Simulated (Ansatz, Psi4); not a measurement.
Worked example: the enthalpy of formation of ClF (SMILES FCl)

The species is ClF (2 atoms), meant as a singlet with charge 0. SMILES: `FCl`. Geometry: relaxed at PBE0-D4/def2-TZVP.

```xyz
2

F     0.0000    0.0000    0.0313
Cl    0.0000    0.0000    1.6510
```

Total energies at MP2/def2-SVP (density fitting, density fitting for correlation), 6 core orbitals frozen (Psi4 1.11); the atoms run unrestricted:

| species | state | energy (Eh) |
| --- | --- | --- |
| ClF | singlet | -558.930587 |
| F | doublet | -99.422301 |
| Cl | doublet | -459.428219 |

Harmonic wavenumbers at PBE0-D4/def2-TZVP, in cm⁻¹: 824.

Measured heats of formation of the gaseous atoms at 298.15 K, in kJ/mol: F 79.4, Cl 121.3. Spin-orbit lowering of the atoms at 298 K (mean of the ground term's levels less their thermal mean, from spectra), in kJ/mol: F 1.29, Cl 3.44. Take 1 Eh = 2625.50 kJ/mol, 1 cm⁻¹ = 0.0119627 kJ/mol, RT = 2.479 kJ/mol.

Q: Work out the heat of formation of the gas at 298 K.

A: 
1. Electronic atomisation energy: (-99.422301) + (-459.428219) − (-558.930587) = 0.080067 Eh = 210.2 kJ/mol.
2. Zero-point energy: half the sum of the wavenumbers, 412 cm⁻¹ = 4.9 kJ/mol.
3. Thermal vibrational enthalpy, Σ hcν̃/(exp(hcν̃/kT) − 1): 0.2 kJ/mol. Translation, rotation and pV of a linear molecule: 3.5 RT = 8.7 kJ/mol.
4. The 2 free atoms carry 5/2 RT each: 12.4 kJ/mol.
5. Spin-orbit coupling lowers the free atoms by 1.29 + 3.44 = 4.7 kJ/mol.
6. Atomisation enthalpy at 298 K: 210.2 − 4.7 − 4.9 − 0.2 − 8.7 + 12.4 = 204.1 kJ/mol.
7. Sum of the atoms' heats of formation: 200.7 kJ/mol. Heat of formation: 200.7 − 204.1 = -3.4 kJ/mol.

The tabulated value is -55.7 kJ/mol (Active Thermochemical Tables), so this level is off by +52.3 kJ/mol, or 20.4 % of the atomisation enthalpy that the table implies (256.4 kJ/mol). Perturbation theory converges slowly with the basis for atomisation. A double-zeta basis underbinds. Anharmonicity and any spin-orbit splitting of the molecule are left out, and cores are frozen in the wave-function part.
